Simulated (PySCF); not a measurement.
Series SiH3-X, H atom removed: substituent effects on one reactive site. All species are isolated molecules in the gas phase. One relaxed conformer stands for each flexible species; it need not be the lowest. Strings in code marks are SMILES.

Method: PBE-D3(BJ)/def2-TZVP // r2SCAN-D4/def2-TZVP run with PySCF. 

```tsv
species	dipole moment (D)
X = H, H atom removed	0.01
X = ethyl, parent (`[SiH3]CC`)	0.94
X = ethyl, H atom removed (`C(C)[SiH2]`)	–
X = fluoro, parent (`[SiH3]F`)	1.17
X = fluoro, H atom removed (`F[SiH2]`)	1.09
X = chloro, parent	1.17
X = iodo, parent	1.03
X = hydroxy, parent (`O[SiH3]`)	1.32
X = formyl, parent	?
X = trifluoromethyl, parent	?
X = methylthio, H atom removed	–
X = vinyl, H atom removed (`C=C[SiH2]`)	–
```

Problem. What belongs in the gaps?

Solution. 
- X = formyl, parent, dipole moment (D): 1.98
- X = trifluoromethyl, parent, dipole moment (D): 2.00
